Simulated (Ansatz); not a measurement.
# fcc Rh

Method: PBE (plane waves, PAW; Ansatz, a first-principles code).

Run with plane-wave cutoff 520 eV, 18×18×18 k mesh, Fermi–Dirac smearing 0.1 eV, perturbation theory, force constants from a 6×6×6 q mesh, no spin polarisation, scalar-relativistic PAW data made under PBE.

Cell: relaxed at this level.

```
Quantity                   Value
-----------------  -------------
zero-point energy  0.031 eV/atom
```

Cost on a shared machine: very roughly 29 core-minutes.
